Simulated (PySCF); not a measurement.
methoxyethane (C3H8O), SMILES CCOC. Atoms are numbered in the order given.

```xyz
12

C      1.4760     0.5819     0.3914
C      0.6578    -0.5925    -0.1373
O     -0.5803    -0.2200    -0.7011
C     -1.5651     0.1462     0.2265
H      2.4657     0.2360     0.7306
H      1.6233     1.3328    -0.4007
H      0.9877     1.0767     1.2457
H      1.2132    -1.0977    -0.9440
H      0.5019    -1.3406     0.6691
H     -1.3183     1.0746     0.7783
H     -1.7452    -0.6536     0.9749
H     -2.4988     0.3185    -0.3289
```

The structure is a stationary point at B3LYP-D3(BJ)/def2-SVP. Other conformers were not sampled.

Two levels are set side by side: PBE/pcSseg-1 (PySCF) and HF/pcSseg-1 (PySCF). GIAO shifts against H2O (¹⁷O), TMS (¹H), TMS (¹³C) at the same level; non-relativistic, no solvent, atoms listed together averaged. Differences are taken from unrounded values.

| quantity | HF |
|---|---|
| δ(¹³C) of C1 (ppm) | 16.9 |
| δ(¹³C) of C2 (ppm) | 62.8 |
| δ(¹⁷O) of O3 (ppm) | -4.8 |
| δ(¹³C) of C4 (ppm) | 53.2 |

### Question
What does PBE give, and how far is it from HF? (The exact figures need the calculation; the answer reports its results.)

### Answer

```tsv
quantity	PBE	PBE minus HF
δ(¹³C) of C1 (ppm)	15.8	-1.1
δ(¹³C) of C2 (ppm)	74.6	11.8
δ(¹⁷O) of O3 (ppm)	41.4	46.2
δ(¹³C) of C4 (ppm)	60.8	7.6
```

Rough cost on one machine, each run with all the roots and properties that it gave: HF against PBE within a factor of 2.
